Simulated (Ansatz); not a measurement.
A run for Ansatz (an electronic-structure program): R-CCSD(T)/aug-cc-pV(D+d)Z on FCH3Clts, charge -1. Charge -1. Files ending in .json are basis or fitting sets from the Basis Set Exchange.

Ansatz 0.2 input:
```yaml
crystal:
  periodic: [false, false, false]
  atoms:
    - {symbol: F, position_ang: [0.00000000, 0.00000000, -2.53792900]}
    - {symbol: C, position_ang: [0.00000000, 0.00000000, -0.48837200]}
    - {symbol: H, position_ang: [0.00000000, 1.06208700, -0.61497200]}
    - {symbol: H, position_ang: [-0.91979500, -0.53104400, -0.61497200]}
    - {symbol: H, position_ang: [0.91979500, -0.53104400, -0.61497200]}
    - {symbol: Cl, position_ang: [0.00000000, 0.00000000, 1.62450100]}
basis:
  gaussian:
    orbitals: aug-cc-pV_D+d_Z.json
total_charge: -1
magnetization: {spin_polarized: false}
correlation: {method: ccsd_t, electrons: outside_noble_gas}
scf: {lower_state_search: off}
```

Question: Give the final energy of this run.

Answer: -599.1618 hartree (reference determinant -598.5704, T1 diagnostic 0.020).

Question: How many basis functions does it have, and what does it roughly cost on one machine?

Answer: 105 functions; very roughly 7 core-seconds.
